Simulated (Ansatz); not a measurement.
Worked example: correlation energy of HO–OH, singlet

Geometry: a PBE0/def2-TZVP stationary point for this spin, not checked as a minimum.

```yaml
atoms:
  - { symbol: O, position_ang: [0.0000, -0.1409, 0.7046] }
  - { symbol: O, position_ang: [0.0000, 0.1409, -0.7046] }
  - { symbol: H, position_ang: [0.0000, 0.7608, 1.0436] }
  - { symbol: H, position_ang: [0.0000, -0.7608, -1.0436] }
```

Basis cc-pVDZ; Ansatz 0.2.0. Correlated methods freeze the noble-gas cores, which leaves 14 electrons in 36 orbitals. Prefix R: restricted or restricted open-shell reference.

Full CI isn't at hand for all of this; RCCSDTQ serves as the reference, and is uncertain by about the last step of the cluster series.

Runs differ by some tens of microhartree through their thresholds, so steps under 0.03 kcal/mol mean nothing.

```json
{"level": "RHF", "total energy (hartree)": "-150.784074"}
{"level": "RMP2", "total energy (hartree)": "-151.168915"}
{"level": "RCCSD", "total energy (hartree)": "-151.183029"}
{"level": "RCCSD(T)", "total energy (hartree)": "-151.191963"}
{"level": "RCCSDT", "total energy (hartree)": "-151.192234"}
{"level": "RCCSDT(Q)", "total energy (hartree)": "-151.193623"}
{"level": "RCCSDTQ", "total energy (hartree)": "-151.193495"}
```

Q: What is the correlation energy at RCCSDTQ, and what share of it do RMP2 and RCCSD recover?

A: E(corr) = -151.193495 − (-150.784074) = -0.409421 hartree = -11.141 eV. RMP2: -0.384841 / -0.409421 = 94.00 %. RCCSD: -0.398955 / -0.409421 = 97.44 %.

Q: By how many kcal/mol does RCCSD(T) miss RCCSDTQ (1 hartree = 627.509 kcal/mol), and which steps make up the rest?

A: -151.191963 − (-151.193495) = 0.001532 hartree = 0.96 kcal/mol. Steps: RCCSDT − RCCSD(T) = -0.17, RCCSDT(Q) − RCCSDT = -0.87, RCCSDTQ − RCCSDT(Q) = 0.08 kcal/mol. Differences between like states or geometries often cancel part of this.
